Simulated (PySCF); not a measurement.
Pyrazine, C4H4N2, SMILES c1cnccn1, point group D2h.

Force field and properties: PBE0/pcSseg-1 (PySCF, grid level 2). Vibrational terms come from second-order perturbation theory with semi-diagonal cubic constants, by steps of ±0.6 along the normal coordinates of each isotopologue. The parent has the commonest isotopes.

Equilibrium geometry (Å):

```
atom        x        y        z
  C1   1.1427  -0.6734  -0.0617
  C2   1.1200   0.7149   0.0292
  N3  -0.0193   1.3995   0.0825
  C4  -1.1356   0.6771   0.0437
  C5  -1.1129  -0.7112  -0.0473
  N6   0.0264  -1.3957  -0.1005
  H7   2.0861  -1.2174  -0.1044
  H8   2.0452   1.2902   0.0600
  H9  -2.0790   1.2211   0.0863
 H10  -2.0380  -1.2864  -0.0780
```

Task: Give the equilibrium and ground-state rotational constants (MHz) of parent; ¹⁵N at 3.

Result: 
```tsv
species	Ae	Be	Ce	A0	B0	C0	Δ0 (u Å²)	harmonic ZPE (cm⁻¹)
parent	6461.1	5977	3104.8	6410.4	5946.4	3083.9	0.051	16948
¹⁵N at 3	6461.1	5843.4	3068.4	6410.6	5813.9	3047.9	0.052	16915
```

Δ0 = Ic − Ia − Ib from the ground-state constants.

Task: How is the parent's vibrational correction B0 − Be made up?

Result: 
```tsv
axis	harmonic	Coriolis	cubic	total (MHz)
a	6.88	-4.72	-52.8	-50.6
b	6.66	-2.98	-34.3	-30.6
c	0.9	-0.38	-21.4	-20.9
```

Task: And its quartic centrifugal distortion constants from the harmonic force field?

Result: Asymmetric top, A reduction, IIIr representation: ΔJ = 1.51 kHz, ΔJK = -2.93 kHz, ΔK = 1.54 kHz, δJ = -0.0121 kHz, δK = -2.41 kHz.
